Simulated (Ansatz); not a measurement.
Elastic constant C11 (GPa) of solids drawn from the class of elemental solids other than molecular ones, at two levels: PBE (Ansatz, an electronic-structure program, plane waves, PAW), and LDA in Ansatz (PAW).

```json
[
 {"solid": "diamond-structure Si", "PBE": "153", "LDA": "161", "shift (%)": "+5.2"},
 {"solid": "hcp Ru", "PBE": "567", "LDA": "658", "shift (%)": "+16.0"},
 {"solid": "bcc Fe", "PBE": "275", "LDA": "363", "shift (%)": "+32"},
 {"solid": "fcc Ir", "PBE": "584", "LDA": "672", "shift (%)": "+15.1"},
 {"solid": "white tin (β-Sn)", "PBE": "56.6", "LDA": "76.0", "shift (%)": "+34"},
 {"solid": "fcc Sr", "PBE": "14.7", "LDA": "16.7", "shift (%)": "+13.6"},
 {"solid": "fcc Ag", "PBE": "111", "LDA": "169", "shift (%)": "+52"},
 {"solid": "hcp Cd", "PBE": "83.9", "LDA": "152", "shift (%)": "+81"},
 {"solid": "bcc K", "PBE": "3.97", "LDA": "4.86", "shift (%)": "+22"},
 {"solid": "bcc Na", "PBE": "8.83", "LDA": "10.4", "shift (%)": "+17.8"}
]
```

The shifts run from +5.2 % to +81 %, with a median of +20 %.

Over all 10 rows LDA is the larger in 10.

Ansatz's runs of these crystals have no spin polarisation, but for bcc Fe.

Density-functional runs with spin start from parallel moments for bcc Fe.

Spin–orbit coupling is left out, also for the solids with elements from indium on (fcc Ir, white tin (β-Sn)); its size isn't shown.

Each level is taken at its own relaxed cell. Ansatz's density-functional and Hartree–Fock values are scalar-relativistic unless marked +SOC, with PAW data made under PBE.
